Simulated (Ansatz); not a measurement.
Geometry optimisation, Ansatz, RKS r2SCANh-D4/def2-SVP.

input.yaml

```yaml
crystal:
  periodic: [false, false, false]
  atoms:
    - { symbol: C, position_ang: [0.6072, 1.4304, 1.4422] }
    - { symbol: "N", position_ang: [-0.1285, 0.5867, 0.5102] }
    - { symbol: C, position_ang: [0.3739, -0.6064, 0.0738] }
    - { symbol: C, position_ang: [0.078, -1.3018, -0.9789] }
    - { symbol: "N", position_ang: [-1.0445, -1.0065, -1.8235] }
    - { symbol: H, position_ang: [-0.1038, 2.3163, 1.7069] }
    - { symbol: H, position_ang: [1.4835, 1.8966, 0.9697] }
    - { symbol: H, position_ang: [0.8832, 0.9626, 2.338] }
    - { symbol: H, position_ang: [-0.6157, 1.086, -0.1968] }
    - { symbol: H, position_ang: [1.2341, -0.9698, 0.7207] }
    - { symbol: H, position_ang: [0.5012, -2.2366, -1.2224] }
    - { symbol: H, position_ang: [-1.07646, 0.00865, -2.00896] }
    - { symbol: H, position_ang: [-1.10135, -1.51417, -2.69903] }
basis:
  gaussian: { orbitals: def2-SVP }
hamiltonian:
  xc: r2scanh
  dispersion: d4
relax:
  f_tol: 0.015
  max_steps: 40
output:
  orbitals: {}
```

Launched with:

```bash
$ ansatz run input.yaml --threads 2 --pin off --max-ram 3072MiB --backend cpu --events-out ev --progress --plain --runs-dir out
```

**Question.** Where does it end, and by what steps?

**Answer.** The forces met the threshold. The force dipped under the threshold on the way, but the program's further checks kept it going. After 13 steps the energy has fallen by 0.498 eV; H9 moved furthest, 0.59 Å.

```json
{"step": "0", "energy less start (eV)": "0.0000", "largest force component (eV/Å)": "3.459", "accepted": "yes"}
{"step": "1", "energy less start (eV)": "-0.4043", "largest force component (eV/Å)": "1.235", "accepted": "yes"}
{"step": "2", "energy less start (eV)": "-0.4652", "largest force component (eV/Å)": "0.272", "accepted": "yes"}
{"step": "3", "energy less start (eV)": "-0.4655", "largest force component (eV/Å)": "0.176", "accepted": "yes"}
{"step": "4", "energy less start (eV)": "-0.4873", "largest force component (eV/Å)": "0.155", "accepted": "yes"}
{"step": "5", "energy less start (eV)": "-0.4928", "largest force component (eV/Å)": "0.121", "accepted": "yes"}
{"step": "6", "energy less start (eV)": "-0.4958", "largest force component (eV/Å)": "0.081", "accepted": "yes"}
{"step": "7", "energy less start (eV)": "-0.4974", "largest force component (eV/Å)": "0.068", "accepted": "yes"}
{"step": "8", "energy less start (eV)": "-0.4981", "largest force component (eV/Å)": "0.032", "accepted": "yes"}
{"step": "9", "energy less start (eV)": "-0.4983", "largest force component (eV/Å)": "0.012", "accepted": "yes"}
{"step": "10", "energy less start (eV)": "-0.4984", "largest force component (eV/Å)": "0.019", "accepted": "yes"}
{"step": "11", "energy less start (eV)": "-0.4984", "largest force component (eV/Å)": "0.019", "accepted": "yes"}
{"step": "12", "energy less start (eV)": "-0.4985", "largest force component (eV/Å)": "0.021", "accepted": "yes"}
{"step": "13", "energy less start (eV)": "-0.4985", "largest force component (eV/Å)": "0.010", "accepted": "yes"}
```

```xyz
13
Properties=species:S:1:pos:R:3
C 0.593 1.489 1.257
N -0.253 0.463 0.703
C 0.327 -0.713 0.233
C 0.023 -1.318 -0.933
N -0.900 -0.821 -1.870
H -0.020 2.271 1.728
H 1.271 1.974 0.526
H 1.227 1.054 2.046
H -1.014 0.808 0.130
H 1.040 -1.186 0.914
H 0.430 -2.309 -1.140
H -0.840 0.189 -1.980
H -0.795 -1.248 -2.783
```

Whether the end is a true minimum wasn't checked by a vibrational analysis.

The run took 58 s on 2 threads of Arm Neoverse V1 (shared host), peak memory 0.26 GiB.
